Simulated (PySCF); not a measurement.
# C₅H₇F: geometry, spin-spin couplings

Aim: predict the spin-spin couplings of C₅H₇F (`F[C@H]1[C@H]2CC[C@@H]12`).

Programs: PySCF 2.14.0, with density-fitted response routines of our own. Each step states its level of theory. These are calculated values for one molecule in the gas phase, unless marked as measured. Atoms are numbered from 0 throughout.

## 1. The molecule as given

13 atoms, charge 0, multiplicity 1; geometry from: GFN2-xTB. The atoms were then displaced at random by about 0.01 Å, so the start is not that level's minimum.

Bonds of the start (Å): F0–C1 1.36, C1–C2 1.48, C2–C3 1.57, C3–C4 1.52, C4–C5 1.53, C5–C1 1.49, C5–C2 1.53, C1–H6 1.07, C2–H7 1.06, C3–H8 1.07, C3–H9 1.08, C4–H10 1.09, C4–H11 1.08, C5–H12 1.08.

## 2. Relaxing the molecule at PBE0-D3(BJ)/def2-SVP

What the job is given:

```
{"job": {"xc": "PBE0", "basis": "def2-SVP", "d3": "d3bj", "grid": 1, "shake": 0.01, "kind": "geom"}, "charge": 0, "multiplicity": 1}
F     -1.064630     0.923100    -1.510750
C     -1.280980     0.553780    -0.223020
C     -0.687830    -0.708710     0.276000
C      0.683050    -0.954560    -0.443310
C      1.162130     0.405860     0.039270
C     -0.164580     0.646240     0.764240
H     -2.267260     0.819580     0.098100
H     -1.233680    -1.454550     0.785270
H      0.559040    -1.064820    -1.499730
H      1.204590    -1.798300    -0.021750
H      2.000100     0.332110     0.738830
H      1.397780     1.139260    -0.722750
H     -0.301910     1.144120     1.709260
```

Started as:

```console
OMP_NUM_THREADS=1 python probes_run.py task.json out
```

The driver reads the jobs from task.json and runs them one after another.

The log of the run:

```text
step   0  E = -293.98235814  max force = 0.034262
step   1  E = -293.98705775  max force = 0.006751
step   2  E = -293.98717731  max force = 0.002472
step   3  E = -293.98719501  max force = 0.001012
step   4  E = -293.98720673  max force = 0.000439
optimisation converged
```

Run time: 23 s. Hardware: 1 thread of Arm Neoverse V2, shared host; peak memory 0.5 GiB.

Relaxation path:

| step | energy from step 0 (eV) | largest force component (eV/Å) |
| --- | --- | --- |
| 0 | 0.0000 | 1.7618 |
| 1 | -0.1279 | 0.3472 |
| 2 | -0.1311 | 0.1271 |
| 3 | -0.1316 | 0.0520 |
| 4 | -0.1319 | 0.0226 |

Close pairs (by a distance rule), those that changed most:

| bond | before (Å) | after (Å) | change (Å) |
| --- | --- | --- | --- |
| C2–C3 | 1.568 | 1.525 | -0.043 |
| C2–H7 | 1.055 | 1.093 | +0.038 |
| C3–H8 | 1.069 | 1.100 | +0.031 |
| C3–C4 | 1.521 | 1.549 | +0.028 |
| C1–H6 | 1.071 | 1.094 | +0.023 |
| C3–H9 | 1.078 | 1.098 | +0.020 |
| C4–H11 | 1.084 | 1.101 | +0.017 |
| C5–H12 | 1.077 | 1.094 | +0.017 |

The next job starts from the end point, and lists it.

| at the end point | value |
| --- | --- |
| point group (found at 0.08 Å tolerance) | Cs |
| rotational constants (GHz, main isotopes) | 6.121, 3.536, 3.439 |
| dipole moment (D) | 1.71 |

## 3. Indirect couplings: B3LYP/cc-pVTZ

What the job is given:

```
{"job": {"kind": "j", "xc": "B3LYP", "basis": "cc-pVTZ"}, "charge": 0, "multiplicity": 1}
F     -1.088471     0.822720    -1.581250
C     -1.245944     0.433587    -0.285462
C     -0.653721    -0.830817     0.204379
C      0.671328    -1.087472    -0.504693
C      1.196381     0.286883    -0.018962
C     -0.131646     0.545777     0.682458
H     -2.243142     0.682799     0.089871
H     -1.243099    -1.579709     0.740182
H      0.597385    -1.229027    -1.593501
H      1.229075    -1.929084    -0.072986
H      2.031126     0.188003     0.688154
H      1.471339     1.016996    -0.795344
H     -0.255773     1.044497     1.648026
```

Method: B3LYP/cc-pVTZ indirect spin-spin coupling, non-relativistic, gas phase.

The log of the run:

```text
coarse grid: 10856 points
cycle   1  E = -294.5683242789  dE =  8.796e-01  |g| = 5.446e-01  |ddm| = 7.569e+00
cycle   2  E = -294.5203180122  dE =  4.801e-02  |g| = 7.842e-01  |ddm| = 2.195e+00
cycle   3  E = -294.6251611155  dE = -1.048e-01  |g| = 5.840e-02  |ddm| = 1.269e+00
cycle   4  E = -294.6255451152  dE = -3.840e-04  |g| = 3.433e-02  |ddm| = 1.300e-01
cycle   5  E = -294.6257763650  dE = -2.312e-04  |g| = 8.984e-03  |ddm| = 5.998e-02
cycle   6  E = -294.6257924774  dE = -1.611e-05  |g| = 1.314e-03  |ddm| = 1.212e-02
cycle   7  E = -294.6257928115  dE = -3.341e-07  |g| = 4.433e-04  |ddm| = 2.676e-03
final grid: 105248 points
cycle   8  E = -294.6229484269  dE = -8.696e-05  |g| = 7.691e-03  |ddm| = 1.313e-01
cycle   9  E = -294.6229343647  dE =  1.406e-05  |g| = 1.176e-02  |ddm| = 2.817e-02
cycle  10  E = -294.6229598673  dE = -2.550e-05  |g| = 7.983e-04  |ddm| = 1.637e-02
cycle  11  E = -294.6229599477  dE = -8.035e-08  |g| = 3.892e-04  |ddm| = 1.878e-03
cycle  12  E = -294.6229599776  dE = -2.989e-08  |g| = 6.557e-05  |ddm| = 7.158e-04
cycle  13  E = -294.6229599784  dE = -8.265e-10  |g| = 1.337e-05  |ddm| = 9.810e-05
converged SCF energy = -294.6229599784

Indirect spin-spin couplings (Hz)
  i      j    bonds     total        FC       PSO       DSO        SD
  0 F    1 C    1   -299.429  -330.608    15.631     0.938    14.611
  0 F    2 C    2      6.834     4.518     2.850    -0.132    -0.402
  0 F    3 C    3     10.516    10.892    -0.512     0.063     0.073
  0 F    4 C    3     10.312    10.626    -0.442     0.060     0.068
  0 F    5 C    2      6.869     4.537     2.846    -0.132    -0.382
  0 F    6 H    2     63.254    58.201     8.828    -1.284    -2.491
  0 F    7 H    3     -1.698    -1.968     1.882    -1.769     0.156
  0 F    8 H    4      0.546     0.227    -0.490     0.933    -0.124
  0 F    9 H    4      1.223     1.487     1.497    -1.513    -0.249
  0 F   10 H    4      0.989     1.246     1.515    -1.520    -0.252
  0 F   11 H    4      0.629     0.304    -0.438     0.879    -0.115
  0 F   12 H    3     -1.601    -1.853     1.866    -1.763     0.150
  1 C    2 C    1     17.715    19.294    -1.870     0.292         -
  1 C    3 C    2     -1.185    -1.117    -0.091     0.022         -
  1 C    4 C    2     -1.208    -1.138    -0.091     0.021         -
  1 C    5 C    1     17.518    19.089    -1.863     0.291         -
  1 C    6 H    1    172.515   171.464    -0.219     1.270         -
  1 C    7 H    2      0.915     0.974     0.127    -0.186         -
  1 C    8 H    3      3.820     3.812     0.016    -0.009         -
  1 C    9 H    3      5.335     5.473     0.332    -0.471         -
  1 C   10 H    3      5.464     5.604     0.331    -0.471         -
  1 C   11 H    3      3.769     3.763     0.025    -0.019         -
  1 C   12 H    2      0.924     0.983     0.121    -0.180         -
  2 C    3 C    1     27.210    26.627     0.333     0.250         -
  2 C    4 C    2     -4.440    -4.376    -0.111     0.047         -
  2 C    5 C    1     -1.810    -2.379     0.327     0.242         -
  2 C    6 H    2      2.843     3.046    -0.029    -0.174         -
  2 C    7 H    1    168.944   167.383     0.544     1.018         -
  2 C    8 H    2     -2.635    -2.843     0.300    -0.092         -
  2 C    9 H    2     -4.078    -4.238     0.233    -0.074         -
  2 C   10 H    3      1.102     1.209     0.205    -0.312         -
  2 C   11 H    3      5.270     5.339     0.336    -0.404         -
  2 C   12 H    2     -2.655    -2.858     0.557    -0.354         -
  3 C    4 C    1     20.401    19.125     1.056     0.220         -
  3 C    5 C    2     -4.423    -4.361    -0.109     0.047         -
  3 C    6 H    3      2.200     2.330     0.394    -0.524         -
  3 C    7 H    2      1.349     1.286     0.363    -0.300         -
  3 C    8 H    1    125.793   124.099     0.806     0.887         -
  3 C    9 H    1    126.451   124.637     0.971     0.843         -
  3 C   10 H    2     -3.404    -3.578     0.317    -0.144         -
  3 C   11 H    2     -2.390    -2.585     0.366    -0.170         -
  3 C   12 H    3      5.659     5.789     0.379    -0.509         -
  4 C    5 C    1     27.273    26.698     0.326     0.250         -
  4 C    6 H    3      2.168     2.299     0.393    -0.524         -
  4 C    7 H    3      5.502     5.631     0.377    -0.506         -
  4 C    8 H    2     -2.458    -2.655     0.362    -0.165         -
  4 C    9 H    2     -3.353    -3.524     0.320    -0.149         -
  4 C   10 H    1    125.824   124.004     0.976     0.844         -
  4 C   11 H    1    126.277   124.589     0.805     0.883         -
  4 C   12 H    2      1.311     1.250     0.363    -0.302         -
  5 C    6 H    2      2.849     3.050    -0.029    -0.173         -
  5 C    7 H    2     -2.666    -2.868     0.556    -0.354         -
  5 C    8 H    3      4.996     5.061     0.332    -0.397         -
  5 C    9 H    3      1.232     1.339     0.215    -0.322         -
  5 C   10 H    2     -4.252    -4.411     0.227    -0.068         -
  5 C   11 H    2     -2.554    -2.757     0.301    -0.098         -
  5 C   12 H    1    168.729   167.162     0.549     1.017         -
  6 H    7 H    3      4.727     4.715     0.239    -0.227         -
  6 H    8 H    4     -0.347    -0.054     1.504    -1.797         -
  6 H   11 H    4     -0.340    -0.048     1.501    -1.793         -
  6 H   12 H    3      4.759     4.743     0.222    -0.205         -
  7 H    8 H    3      0.294     0.537     1.472    -1.715         -
  7 H    9 H    3      4.444     4.435     0.418    -0.408         -
  7 H   10 H    4     -0.327    -0.079     1.278    -1.527         -
  7 H   11 H    4      1.486     1.858     1.983    -2.355         -
  7 H   12 H    3      3.641     3.760     1.001    -1.120         -
  8 H    9 H    2     -9.827    -9.812     2.199    -2.214         -
  8 H   10 H    3      3.366     3.686     1.835    -2.155         -
  8 H   11 H    3      4.920     4.825     0.008     0.087         -
  8 H   12 H    4      1.423     1.795     1.983    -2.354         -
  9 H   10 H    3      9.906     9.753    -0.156     0.309         -
  9 H   11 H    3      3.154     3.470     1.816    -2.132         -
  9 H   12 H    4     -0.258    -0.005     1.305    -1.558         -
 10 H   11 H    2     -9.807    -9.792     2.199    -2.215         -
 10 H   12 H    3      4.475     4.466     0.418    -0.409         -
 11 H   12 H    3      0.232     0.473     1.457    -1.698         -
```

It took 43 s on 1 thread of Arm Neoverse V2, shared host; peak memory 1.1 GiB.

This basis has no tight s functions, so the Fermi-contact terms are rough.

A choice of the couplings up to four bonds, sorted by the number of bonds, with means over like pairs; isotopes 13C, 19F, 1H:

| pair | bonds | J (Hz) | Fermi contact (Hz) | dihedral (°) |
| --- | --- | --- | --- | --- |
| F0–C1 | 1 | -299.4 | -330.6 | – |
| C1–H6 | 1 | 172.5 | 171.5 | – |
| C2–H7 | 1 | 168.8 | 167.3 | – |
| C3–H9 | 1 | 126.1 | 124.3 | – |
| C3–H8 | 1 | 126.0 | 124.3 | – |
| C2–C3 | 1 | 27.2 | 26.7 | – |
| C3–C4 | 1 | 20.4 | 19.1 | – |
| C1–C2 | 1 | 17.6 | 19.2 | – |
| C2–C5 | 1 | -1.8 | -2.4 | – |
| F0–H6 | 2 | 63.3 | 58.2 | – |
| H8–H9 | 2 | -9.8 | -9.8 | – |
| F0–C2 | 2 | 6.9 | 4.5 | – |
| C2–C4 | 2 | -4.4 | -4.4 | – |
| C2–H9 | 2 | -4.2 | -4.3 | – |
| C3–H10 | 2 | -3.4 | -3.6 | – |
| C2–H6 | 2 | 2.8 | 3.0 | – |
| C2–H12 | 2 | -2.7 | -2.9 | – |
| C2–H8 | 2 | -2.6 | -2.8 | – |
| F0–C3 | 3 | 10.4 | 10.8 | 34 |
| H9–H10 | 3 | 9.9 | 9.8 | -1 |
| C3–H12 | 3 | 5.6 | 5.7 | – |
| C1–H9 | 3 | 5.4 | 5.5 | 171 |
| C2–H11 | 3 | 5.1 | 5.2 | – |
| H8–H11 | 3 | 4.9 | 4.8 | -1 |
| H6–H7 | 3 | 4.7 | 4.7 | 12 |
| H7–H9 | 3 | 4.5 | 4.5 | -27 |
| C1–H8 | 3 | 3.8 | 3.8 | -63 |
| H7–H11 | 4 | 1.5 | 1.8 | – |
| F0–H9 | 4 | 1.1 | 1.4 | – |

The spin-dipole term was solved for some atoms only; pairs without it lack that part.

## 4. J couplings: B3LYP/6-31G*

The job, as its differences from that of step 3:

```diff
@@ -1,2 +1,2 @@
-{"job": {"kind": "j", "xc": "B3LYP", "basis": "cc-pVTZ"}, "charge": 0, "multiplicity": 1}
+{"job": {"kind": "j", "xc": "B3LYP", "basis": "6-31G*"}, "charge": 0, "multiplicity": 1}
 F     -1.088471     0.822720    -1.581250
```

Level: B3LYP/6-31G* indirect spin-spin coupling, non-relativistic, gas phase.

The log of the run:

```text
coarse grid: 10856 points
cycle   1  E = -294.4810777127  dE =  8.995e-01  |g| = 5.455e-01  |ddm| = 3.312e+00
cycle   2  E = -294.4428321859  dE =  3.825e-02  |g| = 7.376e-01  |ddm| = 1.199e+00
cycle   3  E = -294.5414535099  dE = -9.862e-02  |g| = 5.600e-02  |ddm| = 6.934e-01
cycle   4  E = -294.5419341640  dE = -4.807e-04  |g| = 3.034e-02  |ddm| = 7.926e-02
cycle   5  E = -294.5421375846  dE = -2.034e-04  |g| = 5.465e-03  |ddm| = 3.569e-02
cycle   6  E = -294.5421434294  dE = -5.845e-06  |g| = 1.670e-03  |ddm| = 6.671e-03
final grid: 105248 points
cycle   7  E = -294.5059605989  dE = -1.960e-05  |g| = 8.184e-03  |ddm| = 2.095e-02
cycle   8  E = -294.5059448448  dE =  1.575e-05  |g| = 1.214e-02  |ddm| = 1.932e-02
cycle   9  E = -294.5059754319  dE = -3.059e-05  |g| = 6.511e-04  |ddm| = 1.155e-02
cycle  10  E = -294.5059755135  dE = -8.158e-08  |g| = 2.134e-04  |ddm| = 7.379e-04
cycle  11  E = -294.5059755225  dE = -9.005e-09  |g| = 2.683e-05  |ddm| = 2.036e-04
cycle  12  E = -294.5059755226  dE = -1.322e-10  |g| = 1.327e-05  |ddm| = 3.531e-05
converged SCF energy = -294.5059755226

Indirect spin-spin couplings (Hz)
  i      j    bonds     total        FC       PSO       DSO        SD
  0 F    1 C    1   -235.218  -263.152    15.188     1.042    11.704
  0 F    2 C    2     16.267    14.162     2.611    -0.111    -0.395
  0 F    3 C    3      7.731     8.160    -0.535     0.071     0.035
  0 F    4 C    3      7.468     7.842    -0.472     0.068     0.030
  0 F    5 C    2     16.359    14.241     2.607    -0.111    -0.378
  0 F    6 H    2     57.089    53.591     6.831    -1.106    -2.226
  0 F    7 H    3     -2.777    -2.484     1.166    -1.706     0.247
  0 F    8 H    4      1.488     1.058    -0.409     0.942    -0.103
  0 F    9 H    4      0.657     1.260     1.109    -1.481    -0.233
  0 F   10 H    4      0.438     1.032     1.130    -1.487    -0.236
  0 F   11 H    4      1.496     1.076    -0.372     0.888    -0.096
  0 F   12 H    3     -2.697    -2.392     1.154    -1.700     0.241
  1 C    2 C    1     33.047    34.247    -1.493     0.293         -
  1 C    3 C    2     -1.769    -1.750    -0.043     0.023         -
  1 C    4 C    2     -1.727    -1.705    -0.044     0.022         -
  1 C    5 C    1     32.991    34.184    -1.486     0.293         -
  1 C    6 H    1    192.933   192.010    -0.413     1.335         -
  1 C    7 H    2      0.393     0.504     0.066    -0.176         -
  1 C    8 H    3      3.855     3.853     0.005    -0.003         -
  1 C    9 H    3      5.099     5.310     0.255    -0.466         -
  1 C   10 H    3      5.227     5.438     0.254    -0.465         -
  1 C   11 H    3      3.789     3.792     0.011    -0.014         -
  1 C   12 H    2      0.395     0.503     0.063    -0.170         -
  2 C    3 C    1     54.748    54.173     0.325     0.251         -
  2 C    4 C    2     -5.448    -5.431    -0.065     0.048         -
  2 C    5 C    1     11.785    11.070     0.470     0.245         -
  2 C    6 H    2      2.057     2.279    -0.059    -0.162         -
  2 C    7 H    1    173.469   172.181     0.191     1.097         -
  2 C    8 H    2     -2.886    -3.055     0.252    -0.083         -
  2 C    9 H    2     -4.064    -4.176     0.177    -0.065         -
  2 C   10 H    3      1.307     1.478     0.135    -0.306         -
  2 C   11 H    3      6.520     6.664     0.253    -0.397         -
  2 C   12 H    2     -2.194    -2.298     0.446    -0.343         -
  3 C    4 C    1     42.925    41.736     0.968     0.221         -
  3 C    5 C    2     -5.394    -5.378    -0.064     0.048         -
  3 C    6 H    3      2.034     2.236     0.317    -0.519         -
  3 C    7 H    2      1.291     1.291     0.290    -0.289         -
  3 C    8 H    1    153.545   152.157     0.436     0.952         -
  3 C    9 H    1    155.026   153.522     0.595     0.909         -
  3 C   10 H    2     -3.486    -3.635     0.283    -0.134         -
  3 C   11 H    2     -2.675    -2.836     0.321    -0.160         -
  3 C   12 H    3      5.519     5.725     0.296    -0.502         -
  4 C    5 C    1     54.905    54.336     0.318     0.251         -
  4 C    6 H    3      2.002     2.205     0.316    -0.518         -
  4 C    7 H    3      5.393     5.598     0.294    -0.499         -
  4 C    8 H    2     -2.748    -2.912     0.319    -0.155         -
  4 C    9 H    2     -3.437    -3.582     0.285    -0.139         -
  4 C   10 H    1    154.876   153.366     0.601     0.909         -
  4 C   11 H    1    153.509   152.127     0.434     0.948         -
  4 C   12 H    2      1.257     1.258     0.290    -0.291         -
  5 C    6 H    2      2.057     2.276    -0.059    -0.160         -
  5 C    7 H    2     -2.199    -2.302     0.446    -0.343         -
  5 C    8 H    3      6.272     6.412     0.250    -0.390         -
  5 C    9 H    3      1.409     1.583     0.142    -0.316         -
  5 C   10 H    2     -4.199    -4.313     0.173    -0.059         -
  5 C   11 H    2     -2.819    -2.982     0.253    -0.090         -
  5 C   12 H    1    173.353   172.061     0.196     1.096         -
  6 H    7 H    3      4.879     5.082    -0.017    -0.186         -
  6 H    8 H    4     -0.766    -0.048     1.055    -1.773         -
  6 H    9 H    4     -0.393     0.347     1.232    -1.972         -
  6 H   10 H    4     -0.383     0.354     1.229    -1.967         -
  6 H   11 H    4     -0.754    -0.039     1.054    -1.769         -
  6 H   12 H    3      4.902     5.097    -0.031    -0.164         -
  7 H    8 H    3     -0.281     0.469     0.922    -1.672         -
  7 H    9 H    3      4.587     4.842     0.114    -0.369         -
  7 H   10 H    4     -0.785    -0.159     0.874    -1.500         -
  7 H   11 H    4      1.259     2.132     1.452    -2.325         -
  7 H   12 H    3      4.008     4.501     0.588    -1.082         -
  8 H    9 H    2    -13.095   -12.192     1.179    -2.081         -
  8 H   10 H    3      2.714     3.617     1.209    -2.112         -
  8 H   11 H    3      5.357     5.429    -0.194     0.122         -
  8 H   12 H    4      1.187     2.059     1.452    -2.324         -
  9 H   10 H    3     10.477    10.492    -0.360     0.344         -
  9 H   11 H    3      2.506     3.402     1.193    -2.089         -
  9 H   12 H    4     -0.727    -0.092     0.896    -1.531         -
 10 H   11 H    2    -13.078   -12.176     1.180    -2.082         -
 10 H   12 H    3      4.603     4.858     0.114    -0.369         -
 11 H   12 H    3     -0.339     0.404     0.912    -1.655         -
```

Wall time 9.2 s (1 thread of Arm Neoverse V2, shared host); peak memory 0.58 GiB.

This basis has no tight s functions, so the Fermi-contact terms are rough.

Key values: J(F0,C1) -235.2 Hz, J(C1,H6) 192.9 Hz, J(C2,H7) 173.4 Hz (means over like pairs).

## 5. Run by run: spin-spin couplings

Couplings (Hz), each a mean over the pairs like the one named, with basis size and wall time:

| run | F0–C1 | C1–H6 | C2–H7 | C3–H9 | C3–H8 | F0–H6 | C2–C3 | functions | time |
| --- | --- | --- | --- | --- | --- | --- | --- | --- | --- |
| B3LYP/cc-pVTZ | -299.4 | 172.5 | 168.8 | 126.1 | 126.0 | 63.3 | 27.2 | 278 | 43 s |
| B3LYP/6-31G* | -235.2 | 192.9 | 173.4 | 155.0 | 153.5 | 57.1 | 54.8 | 98 | 9.2 s |

## 6. Outcome

| quantity | value |
| --- | --- |
| point group | Cs |
| rotational constants (main isotopes) | 6.12, 3.54, 3.44 GHz |
| largest coupling of the table (B3LYP/cc-pVTZ) | ¹J(F,C) F0–C1, -299.4 Hz |
| range of J(F0,C1), mean over like pairs | -299.4 to -235.2 Hz |

What this shows: Relaxing lowered the energy by 0.132 eV in 4 steps; the close pair that moved most is C2–C3, from 1.568 to 1.525 Å. Of the pairs tabulated at B3LYP/cc-pVTZ, F0–C1 couples most strongly (-299.4 Hz; Fermi contact -330.6 Hz). Couplings across rotatable bonds belong to this one conformer; where others are populated, the observed values are averages. The coupling F0–C1, as a mean over pairs of its kind, runs from -299.4 Hz (B3LYP/cc-pVTZ) to -235.2 Hz (B3LYP/6-31G*). Couplings from bases without tight functions are rough.
